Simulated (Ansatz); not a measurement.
Basis-set extrapolation for `C=CCOC=C` (PBE0-D4/def2-TZVP geometry, frozen core, the Gaussian-basis code of Ansatz). Multiplicity 1, RHF reference.

```json
{"": "HF", "def2-TZVPP": "-268.907091", "def2-QZVPP": "-268.919449"}
{"": "MP2 correlation", "def2-TZVPP": "-1.050813", "def2-QZVPP": "-1.121768"}
{"": "CCSD(T) correlation", "def2-TZVPP": "-1.144165", "def2-QZVPP": "not run"}
```

Energies in hartree. Use E(X) = E(∞) + A·exp(−7.88·√X) for Hartree–Fock and E(X) = E(∞) + B·X^(−2.97) for correlation, with X = 3 and 4, and add CCSD(T) minus MP2 of the smaller set to the MP2 limit.

Problem. What is the CCSD(T) energy at the basis-set limit?

Solution. HF limit: -268.919449 + (-0.012358) × 0.13774 = -268.92115. MP2 limit: -1.121768 + (-0.070955) × 0.74074 = -1.17433. Higher-order term: -1.144165 − (-1.050813) = -0.09335. Total: -270.18883 hartree, 361.2 kJ/mol below CCSD(T)/def2-TZVPP.
